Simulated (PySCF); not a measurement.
PySCF input file for hydroxide (HO), SMILES [OH-], charge -1, B3LYP/pcJ-2. Geometry optimised at PBE0-D3(BJ)/def2-TZVPD.

```python
import numpy as np
from pyscf import gto, scf, dft
from pyscf.prop.ssc import rks as ssc

mol = gto.M(
    atom='''
    O     0.00000000    0.00000000   -0.10705054
    H     0.00000000    0.00000000    0.85640431
    ''',
    basis='pcJ-2',
    charge=-1,
    spin=0,
    max_memory=1600,
    verbose=3,
)
mf = dft.RKS(mol, xc='b3lyp')
mf.grids.level = 3
mf.conv_tol = 1e-10
mf.max_cycle = 100
mf.kernel()
j = ssc.SSC(mf)
j.with_fcsd = True
j.max_cycle_cphf = 80
j.conv_tol = 1e-7
e11 = j.kernel()
```

Program output:

```
converged SCF energy = -75.8249693141594
Reduced spin-spin coupling constant K (Hz)
               #0        #1
        0 O    0.00000
        1 H   14.46793   0.00000
Spin-spin coupling constant J (Hz)
               #0        #1
        0 O    0.00000
        1 H  -61.21748   0.00000
```

The calculation finished and met its thresholds.

Cost: about 3 core-seconds (a rough figure).
